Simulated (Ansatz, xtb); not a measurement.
Relative energy of two isomers of CH5NOS

Structure a is `NSCO`, a singlet and structure b is `OCNS`, a singlet. Both are isolated molecules in the gas phase, relaxed with r2SCAN-D4/def2-SVP, each in the lowest conformer that the search found.

Quicker runs give these differences E(b) − E(a): GFN2-xTB −22.41 kJ/mol; HF/STO-3G +13.51 kJ/mol (at GFN2-xTB geometries); r2SCAN-D4/def2-SVP//GFN2-xTB +5.39 kJ/mol.

Question: Which of the two would you expect CCSD(T)/def2-TZVP electronic energies to favour?

Answer: Structure a; the calculation gives E(b) − E(a) = +7.32 kJ/mol.

Level by level:

| level | geometry | E(b) − E(a) (kJ/mol) | departure from the last row (kJ/mol) | job, with rough time for the two |
| --- | --- | --- | --- | --- |
| GFN2-xTB | GFN2-xTB | −22.41 | −29.74 | optimisation, 0.11 s |
| HF/STO-3G | GFN2-xTB | +13.51 | +6.19 | single point, 0.2 s |
| r2SCAN-D4/def2-SVP//GFN2-xTB | GFN2-xTB | +5.39 | −1.94 | single point, 2.4 s |
| r2SCAN-D4/def2-SVP | r2SCAN-D4/def2-SVP | +4.80 | −2.53 | optimisation, 25 s |
| HF/def2-TZVP | r2SCAN-D4/def2-SVP | −3.46 | −10.78 | part of the CCSD(T) run |
| MP2/def2-TZVP | r2SCAN-D4/def2-SVP | +9.68 | +2.35 | part of the CCSD(T) run |
| CCSD(T)/def2-TZVP | r2SCAN-D4/def2-SVP | +7.32 |  | single point, 55 s |

As drawn, b has 1 C–N, 1 S–H in place of 1 C–S, 1 N–H.

GFN2-xTB, HF/def2-TZVP put the two in the other order. The largest departure from CCSD(T)/def2-TZVP is that of GFN2-xTB, 29.74 kJ/mol.

With harmonic frequencies from r2SCAN-D4/def2-SVP (ideal gas, rigid rotor, one conformer each, 600 K, 1 atm): the zero-point term adds −4.09 kJ/mol; ΔH is +3.13 and ΔG +3.24 kJ/mol.

The correlated steps freeze 8 core orbitals. Run with Ansatz 0.2.0, xtb 6.7.1; the last row on 2 threads of Arm Neoverse V2 on a shared host.
